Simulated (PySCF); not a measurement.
Species: C2H3N2P.
SMILES: `c1n[nH]cp1`

Computed, not measured: CAM-B3LYP/def2-SVPD in PySCF (dipole) on a GFN2-xTB geometry, gas phase.

Masses are those of the commonest isotopes; rigid-rotor values at the optimised geometry. 

**Question.** Give the principal moments of inertia and the rotational constants in MHz.

**Answer.** Ia = 57.39, Ib = 96.22, Ic = 153.61 u·Å²; 505379 MHz·u·Å²/I gives A = 8806, B = 5252, C = 3290 MHz.

**Question.** Classify the top.

**Answer.** An asymmetric top: κ = (2 × 5252 − 8806 − 3290)/(8806 − 3290) = -0.29.

**Question.** What does the inertial defect say?

**Answer.** Planar: Δ = Ic − Ia − Ib = 0.00 u·Å². For a rigid frame Δ = −2 Σ m c², so it vanishes when all atoms lie in the ab plane; here none is more than 0.01 Å from it.

**Question.** Give the coordinates in the principal-axis frame, origin at the centre of mass.

**Answer.** The sense of each axis is arbitrary; atoms in the order of the calculation.
```json
{"atom": "C1", "mass (u)": "12.000", "a (Å)": "0.077", "b (Å)": "1.185", "c (Å)": "0.000"}
{"atom": "N2", "mass (u)": "14.003", "a (Å)": "1.285", "b (Å)": "0.691", "c (Å)": "0.000"}
{"atom": "N3", "mass (u)": "14.003", "a (Å)": "1.233", "b (Å)": "-0.626", "c (Å)": "0.000"}
{"atom": "C4", "mass (u)": "12.000", "a (Å)": "0.008", "b (Å)": "-1.184", "c (Å)": "0.000"}
{"atom": "P5", "mass (u)": "30.974", "a (Å)": "-1.235", "b (Å)": "0.008", "c (Å)": "0.000"}
{"atom": "H6", "mass (u)": "1.008", "a (Å)": "-0.040", "b (Å)": "2.253", "c (Å)": "0.000"}
{"atom": "H7", "mass (u)": "1.008", "a (Å)": "2.105", "b (Å)": "-1.137", "c (Å)": "0.000"}
{"atom": "H8", "mass (u)": "1.008", "a (Å)": "-0.087", "b (Å)": "-2.255", "c (Å)": "0.000"}
```

**Question.** Which types of transition are allowed, and where do some lines up to J = 2 fall?

**Answer.** The dipole components are |μa| = 1.12 D, |μb| = 2.06 D, |μc| = 0.00 D; the mirror of this Cs structure is the ab plane, so μc vanishes by symmetry and there are no c-type lines. The squared components, which scale the intensities, stand as 0.29 : 1.00 (a : b). Some lines, for components of 0.1 D or more:

```
type  branch         J(Ka,Kc)    MHz  lower level (cm⁻¹)
   a       Q  2(2,0) ← 2(2,1)    616               1.460
   a       Q  1(1,0) ← 1(1,1)   1962               0.403
   b       Q  1(1,0) ← 1(0,1)   5516               0.285
   b       Q  2(1,1) ← 2(0,2)   8094               0.834
   a       R  1(0,1) ← 0(0,0)   8542               0.000
   b       Q  2(2,0) ← 2(1,1)  11278               1.104
   b       R  1(1,1) ← 0(0,0)  12096               0.000
   b       R  2(0,2) ← 1(1,1)  12915               0.403
   a       R  2(1,2) ← 1(1,1)  15122               0.403
   a       R  2(0,2) ← 1(0,1)  16469               0.285
   b       Q  2(2,1) ← 2(1,2)  16549               0.908
   b       R  2(1,2) ← 1(0,1)  18677               0.285
   a       R  2(1,1) ← 1(1,0)  19047               0.469
   b       R  2(2,1) ← 1(1,0)  29709               0.469
   b       R  2(2,0) ← 1(1,1)  32287               0.403
```

**Question.** Estimate the classical rotational partition function at 25 K, 100 K and 200 K.

**Answer.** Point group Cs, symmetry number σ = 1; q = (√π/σ)·√((kT/h)³/(ABC)), k/h = 20836.6 MHz/K: 1710 at 25 K, 13700 at 100 K, 38700 at 200 K.

No GFN2-xTB frequencies stand behind this structure, so it isn't proved a minimum. No vibrational averaging or centrifugal distortion is included, and the geometry carries the error of its method. Quadrupole hyperfine structure (14N) is left out.
